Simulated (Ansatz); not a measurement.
**Counterpoise correction, worked out**

The pair of OH⁻ (SMILES [OH-], atoms 1–2) and PH3 (SMILES P, atoms 3–6), both closed shells, in one local arrangement (a lower one may exist), relaxed at PBE0-D4/def2-TZVPD:

```xyz
6
angstrom
O 0.3770 0.0247 -1.4916
H -0.4172 0.1617 -2.0135
P -0.3792 0.0343 0.3894
H 0.3457 -1.1745 0.5439
H -0.5782 -0.0167 1.9167
H 0.6518 0.9707 0.6551
```

Computed with Ansatz 0.2.0 (basis: def2-TZVPPD); correlated methods freeze the cores.

MP2 total energies in eV:

| system | geometry | basis functions | energy |
| --- | --- | --- | --- |
| pair | pair | all | -11384.67022 |
| OH⁻ | as in the pair | all (partner as ghosts) | -2059.92655 |
| PH3 | as in the pair | all (partner as ghosts) | -9323.89515 |
| OH⁻ | as in the pair | its own | -2059.88345 |
| PH3 | as in the pair | its own | -9323.87007 |
| OH⁻ | free (PBE0-D4 minimum) | its own | -2059.88416 |
| PH3 | free (PBE0-D4 minimum) | its own | -9324.12328 |

Q: Work out the interaction energy with and without the counterpoise correction, the superposition error, and the binding energy from the relaxed fragments.

A: Without correction: -11384.67022 − (-2059.88345) − (-9323.87007) = -0.91670 eV.
With correction (each fragment in the whole basis): -11384.67022 − (-2059.92655) − (-9323.89515) = -0.84852 eV = -19.57 kcal/mol.
The superposition error is the difference, 0.06818 eV, 7 % of the uncorrected value: each fragment borrows its partner's functions.
Deformation from the free shapes: 0.00071 eV for OH⁻ and 0.25321 eV for PH3.
Binding energy from relaxed fragments: -0.84852 + 0.00071 + 0.25321 = -0.59460 eV = -13.71 kcal/mol (electronic, without zero-point energy; negative means bound). The deformation is large: the pair is on the way to a chemical bond or a shared proton. For comparison, the corrected interaction energy by CCSD(T) at an estimated basis limit (MP2 extrapolated from triple and quadruple zeta, plus CCSD(T) − MP2 in triple zeta) is -0.958 eV.

The T1 diagnostic stays at or below 0.026.

For scale, one of the runs: CCSD(T)/def2-TZVPPD, 156 basis functions, launched by `ansatz run in.yaml --threads 2 --pin off --events-out ev --progress --plain --max-ram 5222MiB`. The run took 11 s on 2 CPU threads (shared host), with 1.1 GiB of host memory at its peak.
